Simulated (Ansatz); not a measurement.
# CH₆AlSi+ (SMILES [AlH2][CH2][SiH2+]): single points off equilibrium

One table from this session's results is given with a row withheld; the runs are named, their logs left out.

Method: single points in def2-TZVPP; program: Ansatz 0.2.0, Gaussian basis.

Correlated methods freeze the cores.

**The system as given**

SMILES `[AlH2][CH2][SiH2+]`, 9 atoms, charge 1, spin multiplicity 1.

Atoms are counted from 1 here; the program's logs count them from 0.

Bond lengths: Al1–C2 2.172 Å, Al1–H4 1.574 Å, Al1–H5 1.776 Å, C2–Si3 1.968 Å, C2–H6 0.923 Å, C2–H7 1.142 Å, Si3–H8 1.451 Å, Si3–H9 1.524 Å. Angles: C2–Al1–H4 123.2°, C2–Al1–H5 110.4°, H4–Al1–H5 124.9°, Al1–C2–Si3 122.4°, Al1–C2–H6 106.8°, Al1–C2–H7 89.1°, Si3–C2–H6 106.9°, Si3–C2–H7 115.7°, H6–C2–H7 115.2°, C2–Si3–H8 116.8°, C2–Si3–H9 120.3°, H8–Si3–H9 121.9°.

Geometry (Å):

```xyz
9
CH6AlSi
Al   -0.8930    0.9942   -1.2043
C     0.7086    0.1858    0.0197
Si    0.3971   -1.1899    1.3925
H    -2.2980    0.3009   -1.3507
H    -0.2683    2.2603   -2.2813
H     1.3432   -0.1512   -0.5596
H     0.9174    1.2386    0.4107
H     0.5894   -2.5708    0.9903
H    -0.2546   -0.8199    2.7190
```

Set-up of the first run:

Contents of run/in.yaml:

```yaml
crystal:
  periodic: [false, false, false]
  atoms:
    - {symbol: Al, position_ang: [-0.893000, 0.994200, -1.204300]}
    - {symbol: C, position_ang: [0.708600, 0.185800, 0.019700]}
    - {symbol: Si, position_ang: [0.397100, -1.189900, 1.392500]}
    - {symbol: H, position_ang: [-2.298000, 0.300900, -1.350700]}
    - {symbol: H, position_ang: [-0.268300, 2.260300, -2.281300]}
    - {symbol: H, position_ang: [1.343200, -0.151200, -0.559600]}
    - {symbol: H, position_ang: [0.917400, 1.238600, 0.410700]}
    - {symbol: H, position_ang: [0.589400, -2.570800, 0.990300]}
    - {symbol: H, position_ang: [-0.254600, -0.819900, 2.719000]}
basis:
  gaussian: {orbitals: def2-TZVPP}
total_charge: 1
correlation: {method: ccsd_t}
output: {forces: true}
```

No record of the launch command was kept for these runs.

Among the steps run: CCSD(T)/def2-TZVPP; PBE0-D4/def2-TZVPP; wB97M-V/def2-TZVPP; r2SCAN-D4/def2-TZVPP; PBE-D4/def2-TZVPP; HSE06-D4/def2-TZVPP; CAM-B3LYP-D4/def2-TZVPP.

One of the session's tables, all rows but one given; the rest of the session is left out.

| method | RMS force component (eV/Å) | angle to CCSD(T) forces (°) |
| --- | --- | --- |
| CCSD(T) | 2.983 | reference |
| PBE0-D4 | 3.001 | 1.2 |
| wB97M-V | 2.978 | 1.3 |
| r2SCAN-D4 | ? | ? |
| PBE-D4 | 2.978 | 2.4 |
| HSE06-D4 | 2.999 | 1.1 |
| CAM-B3LYP-D4 | 2.972 | 1.3 |

**Question.** Estimate the row for r2SCAN-D4.

**Answer.** RMS force component (eV/Å): 2.972; angle to CCSD(T) forces (°): 0.8.
